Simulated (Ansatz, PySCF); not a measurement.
Reaction (SMILES): Cl[CH]Cl -> Cl[CH-]Cl (an electron is taken up)
Structures are relaxed separately at B3LYP-D3(BJ)/def2-TZVP in Ansatz (a program for electronic structure).

Wanted: adiabatic electron affinity (0 K, with B3LYP-D3(BJ) harmonic zero-point energies from PySCF), positive where the reaction releases energy, in eV. Cores are frozen in the correlated levels unless marked. Open shells are spin-unrestricted. No spin-orbit coupling. Non-relativistic. Anions need diffuse functions: aug- sets have them; def2-D sets add few; the other sets have none. CBS marks a two-point X^-3 extrapolation of the correlation energy; Hartree-Fock from the larger set. The bracket is a focal-point correction in the basis named.

RI-MP2/CBS(aug-cc-pV(T+d)Z,aug-cc-pV(Q+d)Z)+[CCSD(T)-MP2]/aug-cc-pV(T+d)Z (Ansatz) gives 1.45 eV.

Another calculation gave 1.11 eV. Which level was it?
(A) B2GP-PLYP/def2-TZVPD (Ansatz)
(B) BHLYP/def2-TZVPD (Ansatz)
(C) B3LYP/def2-TZVPD (Ansatz)
(D) HF/def2-TZVPD (PySCF)

B, BHLYP/def2-TZVPD (Ansatz). The others give 1.40 (B3LYP), 1.27 (B2GP-PLYP), 0.20 (HF) eV.
